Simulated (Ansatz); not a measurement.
Two isomers of C3H4FN: A = `FC1=CCN1`, B = `C=CC(=N)F`.

Program: Ansatz. Geometries: PBE0-D4/def2-TZVP. ΔE: electronic, gas phase. CBS: MP2 limit from def2 TZ/QZ plus the TZ coupled-cluster correction, frozen cores. Functionals use def2-TZVPP. B3LYP here is the variant with VWN-RPA as its local correlation; programs differ in this. One conformer a species, not always the lowest.

**Question.** Which is lower in electronic energy at CCSD(T)/CBS, and by how much? (An estimate is asked.)

**Answer.** The calculation gave: B, by 115.1 kJ/mol.

**Question.** Give E(B) − E(A) in kJ/mol with PBE0-D4, BLYP-D4, B3LYP, B3LYP-D4, r2SCAN-D4, HF/def2-TZVPP, CCSD/def2-TZVPP. (Best estimate.)

**Answer.** Ansatz gave: PBE0-D4 -97.7, BLYP-D4 -134.7, B3LYP -127.8, B3LYP-D4 -127.0, r2SCAN-D4 -115.9, HF/def2-TZVPP -138.2, CCSD/def2-TZVPP -117.5. None reverses the order clearly.

**Question.** Does the order hold for the free energy at 298.15 K (harmonic terms from PBE0-D4)? (An estimate is asked.)

**Answer.** The calculation gave: Yes: G(B) − G(A) = -121.2 kJ/mol, for one conformer each.

Largest T1 diagnostic: 0.013.

From r2SCAN to r2SCAN0 (25 % exact exchange), in def2-TZVPP and without D4, E(B) − E(A) moves by +8.3 kJ/mol. Leaving LDA and LC-ωPBE aside and taking each functional with its dispersion term where it has one, the values, not all of them listed here, spread over 37.8 kJ/mol, from BLYP-D4 to PBE-QIDH. LDA lies +24.5 kJ/mol from PBE without D4.
